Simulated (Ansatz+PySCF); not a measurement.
Results of a calculation; reference values are marked as such.
## Ansatz (development build ahead of 0.2.0) run

```yaml
crystal:
  periodic: [false, false, false]
  atoms:
    - { symbol: C, position_ang: [-0.00661, 0.0075, 0.00021] }
    - { symbol: H, position_ang: [0.00087, 0.0059, 1.06752] }
    - { symbol: H, position_ang: [-0.00323, 0.92432, -0.544] }
    - { symbol: H, position_ang: [0.00256, -0.93537, -0.54661] }
basis:
  gaussian: { orbitals: cc-pVTZ }
magnetization:
  initial_magnetization: 1
hamiltonian:
  xc: hf
correlation:
  method: mp2
  frozen_orbitals: { C: 1, H: 0 }
output:
  forces: true
```

The input is written out in the form of the current development build from the run's settings. Correlation on restricted open-shell orbitals is semicanonical, with singles.

Results

| Item | Value |
| --- | --- |
| Converged | yes |
| Reference energy | -39.57282 hartree |
| Correlation energy | -0.16301 hartree |
| Total energy | -39.73583 hartree |
| Spin squared of the determinant | 0.750 |
| Stability test | minimum among restricted orbitals |

Forces (eV/Å):
```json
{"atom": "C1", "Fx": "0.018", "Fy": "-0.768", "Fz": "-0.448"}
{"atom": "H2", "Fx": "-0.003", "Fy": "0.014", "Fz": "0.266"}
{"atom": "H3", "Fx": "-0.005", "Fy": "0.304", "Fz": "-0.120"}
{"atom": "H4", "Fx": "-0.010", "Fy": "0.450", "Fz": "0.303"}
```
